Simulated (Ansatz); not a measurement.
CH5BS can be A, `BSC`, or B, `BCS`.

Program: Ansatz. Geometries: PBE0-D4/def2-TZVP. ΔE: electronic, gas phase. CCSD(T)/CBS adds triple-zeta CCSD(T) − MP2 to the extrapolated MP2 energy (def2 sets, frozen cores). Functionals use def2-TZVPP. B3LYP here is the variant with VWN-RPA as its local correlation; programs differ in this. Each species was taken in one conformer, which may not be the lowest.

**Question.** Which isomer does CCSD(T)/CBS put lower? Give the gap. (Estimate.)

**Answer.** The calculation gave: A, by 108.1 kJ/mol.

**Question.** Give E(B) − E(A) in kJ/mol with PBE-D4, LDA (SPW92), BLYP-D4, MP2/def2-TZVPP, CCSD(T)/def2-TZVPP, HF/def2-TZVPP, B3LYP-D4. (Best estimate.)

**Answer.** Computed: PBE-D4 115.4, LDA (SPW92) 116.1, BLYP-D4 112.1, MP2/def2-TZVPP 111.6, CCSD(T)/def2-TZVPP 109.1, HF/def2-TZVPP 96.7, B3LYP-D4 109.1. None reverses the order clearly.

**Question.** Does the order hold for the free energy at 298.15 K (harmonic terms from PBE0-D4)? (Best estimate.)

**Answer.** Computed: Yes: G(B) − G(A) = +94.8 kJ/mol, for one conformer each.

Largest T1 diagnostic: 0.014.

At CCSD(T), def2-SVP lies +8.8 kJ/mol from the extrapolated value and def2-TZVPP +1.0 kJ/mol. From r2SCAN to r2SCAN0 (25 % exact exchange), in def2-TZVPP and without D4, E(B) − E(A) moves by −3.2 kJ/mol.
